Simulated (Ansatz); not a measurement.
`CBCl` → `BCl` + `[CH2]` (triplet) at 298.15 K and 1 bar (formal loss of a carbene).

Calculated with Ansatz (gas phase, PBE0-D4/def2-TZVP geometries, no zero-point term in ΔE). CCSD(T)/CBS adds triple-zeta CCSD(T) − MP2 to the extrapolated MP2 energy (def2 sets, frozen cores). This one scheme is used for every species. Triplets are unrestricted, without spin–orbit coupling.

```
          species  CCSD(T)/CBS energy (Eh)  H − E (kJ/mol)  S (J/(mol·K))
           `CBCl`               -525.07110           144.9          287.1
            `BCl`               -485.78909            65.8          234.3
`[CH2]` (triplet)                -39.09499            55.4          195.3
```

H − E and S are ideal-gas, rigid-rotor, harmonic terms from PBE0-D4/def2-TZVP, with the whole ground term of open shells counted as degenerate. 1 Eh = 2625.50 kJ/mol, R = 8.31446 J/(mol·K).

Task: By hand: ΔE, ΔH, ΔS and ΔG.

Result: ΔE = (-485.78909) + (-39.09499) − (-525.07110) = 0.18702 Eh = 491.0 kJ/mol. Δ(H − E) = 65.8 + 55.4 − 144.9 = -23.7, so ΔH = 467.3 kJ/mol. ΔS = 234.3 + 195.3 − 287.1 = 142.5 J/(mol·K). ΔG = 467.3 − 298.15 × (142.5)/1000 = 424.8 kJ/mol.

Task: By hand: the equilibrium constant, and the temperature at which ΔG would vanish if ΔH and ΔS stayed fixed.

Result: log₁₀ K = −ΔG/(RT ln 10) = -74.4. ΔG = 0 at ΔH/ΔS = 3279 K, far beyond where these terms or the molecules hold.

The number of gas molecules changes by +1, which sets the sign of ΔS. A doubt of 5 kJ/mol in ΔE shifts log₁₀ K by 0.9 here. Modes under 60 cm⁻¹, often nearly free rotors, make the harmonic entropy too high. A triplet takes part, so the spin changes. These are equilibria of isolated gas molecules and say nothing of rates. Largest T1 diagnostic: 0.012 (customary marks: 0.02 for closed shells, 0.045 for open ones).
